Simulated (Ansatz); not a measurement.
Relaxing Pb3W

Computed with DFT PBE, scalar-relativistic, plane waves, PAW in Ansatz. Cutoff 420 eV, Γ-centred k mesh, Gaussian smearing, no spin polarisation in the final step.

Pb3W was placed on the Ni3Sn (D0_19) structure type (P6_3/mmc, No. 194), with W in place of Sn, Pb in place of Ni, at a guessed volume.

```yaml
crystal:
  lattice:
    - [6.81724, 0.00000, 0.00000]
    - [-3.40862, 5.90390, 0.00000]
    - [0.00000, 0.00000, 5.47189]
  atoms:
    - { symbol: Pb, position: [0.83300, 0.66600, 0.25000] }
    - { symbol: Pb, position: [0.16700, 0.83300, 0.75000] }
    - { symbol: Pb, position: [0.33400, 0.16700, 0.25000] }
    - { symbol: Pb, position: [0.16700, 0.33400, 0.75000] }
    - { symbol: Pb, position: [0.83300, 0.16700, 0.25000] }
    - { symbol: Pb, position: [0.66600, 0.83300, 0.75000] }
    - { symbol: W, position: [0.33333, 0.66667, 0.25000] }
    - { symbol: W, position: [0.66667, 0.33333, 0.75000] }
```

Cell and atoms relax at zero pressure; the relaxation can't lower the symmetry of the start. After a coarse first stage the cell is made exact in the group found at 0.06 Å.

The zero of energy is the elements' standard structures at the same level; no fitted shifts are applied.

(1) Which crystal results?

(2) What are its volume, energy, density and gap?

Results:

(1) It keeps P6_3/mmc (No. 194). The result has the Ni3Sn (D0_19) structure. Conventional cell: a = 6.669 Å, c = 5.338 Å. Pb is coordinated by 2 Pb at 3.15 Å, 4 W at 3.23–3.34 Å and 6 Pb at 3.35–3.52 Å; W has 12 Pb at 3.23–3.34 Å.

Space group P6_3/mmc (No. 194). a = 6.669 Å, b = 6.669 Å, c = 5.338 Å, α = 90.00°, β = 90.00°, γ = 120.00°
| atom | site | symmetry | x | y | z |
| --- | --- | --- | --- | --- | --- |
| Pb | 6h | mm2 | 0.8242 | 0.6484 | 0.2500 |
| W | 2c | -6m2 | 0.3333 | 0.6667 | 0.2500 |

(2) The volume per atom is 25.70 Å³. The density is 13.01 g/cm³, the energy over the elements is 1.07 eV/atom and the gap on the 6×6×8 mesh is 0 eV (a metal).

The final run used a 6×6×8 mesh on its 8-atom cell and 0.10 eV smearing. For metals, differences of a few meV/atom aren't resolved. Spin–orbit coupling is left out. Symmetry constrained the relaxation, so the result can be a saddle point.

Cost: 3 runs of about 5.2 core-minutes in all, on Intel Xeon Platinum 8259CL (Skylake/Cascade Lake) (shared hosts).